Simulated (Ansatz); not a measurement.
Rock-salt PbSe was calculated with LDA in Ansatz (plane waves, PAW).

Total energies, extrapolated to zero smearing (they compare only within this program, potentials and cutoff):

```json
[
 {"system": "rock-salt PbSe, relaxed", "energy (eV/atom)": "-8493.3289"},
 {"system": "fcc Pb", "energy (eV/atom)": "-11602.3559"},
 {"system": "trigonal Se", "energy (eV/atom)": "-5383.2601"}
]
```

Q: Work out the enthalpy of formation per atom.

A: ΔH_f ≈ ΔE = -8493.3289 − [1 × (-11602.3559) + 1 × (-5383.2601)]/2 = -0.521 eV/atom (0 K, no vibrations). The reference value is -0.518 ± 0.01 eV/atom (measured, 298 K, copied from a table, unchecked, no zero-point or thermal correction, sources range from -0.533 to -0.518; as tabulated in Wang et al. (2021), doi:10.1038/s41598-021-94550-5), a difference of -0.003 eV/atom.

Spin–orbit coupling, which matters for such heavy atoms, is left out.

The PAW data were made under PBE.

Ansatz is a first-principles code.
